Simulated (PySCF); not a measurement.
Potential energy of LiMg⁺ along the bond

Set-up: PySCF, no relativity, basis sets Li pcseg-2, Mg pcseg-2. Energies in eV from Li⁺ + Mg in their ground configurations at the same level. State: ¹Σ⁺ (singlet), closed shell.

All columns are ωB97X. A positive dipole points towards Mg; it is taken about the centre of mass and depends on that origin.

```
R (Å)  E (eV)  μ (D)  Mulliken charge on Li (basis-dependent)  HOMO (eV)  LUMO (eV)  Mayer bond order  ⟨S²⟩
2.480  -0.581  -4.00                                     0.70     -13.02      -4.48              0.52  0.00
2.596  -0.678  -4.33                                     0.72     -12.87      -4.50              0.49  0.00
2.711  -0.734  -4.70                                     0.74     -12.73      -4.52              0.46  0.00
2.797  -0.755  -4.99                                     0.75     -12.62      -4.53              0.44  0.00
2.884  -0.762  -5.31                                     0.76     -12.51      -4.54              0.42  0.00
2.970  -0.758  -5.64                                     0.77     -12.40      -4.55              0.41  0.00
3.086  -0.738  -6.11                                     0.79     -12.26      -4.57              0.38  0.00
3.230  -0.700  -6.73                                     0.80     -12.09      -4.59              0.36  0.00
3.403  -0.641  -7.52                                     0.82     -11.88      -4.61              0.33  0.00
3.634  -0.554  -8.63                                     0.84     -11.62      -4.65              0.30  0.00
```

A fit through these points gives, at Re = 2.889 Å, μ = -5.33 D and dμ/dR = -3.75 D/Å; the reduced mass is 5.428 u.

Problem. How strong is the fundamental in the double-harmonic approximation, I = 42.26·(dμ/dR)²/μred km/mol?

Solution. I = 42.26·(-3.75)²/5.428 = 109 km/mol at ωB97X.

Closed-shell solutions of metal pairs were not tested for spin polarisation, which can lower them a little. For an ion De counts to the pair picked by the measured ionisation energies or electron affinities, which need not be the lowest pair at this level.
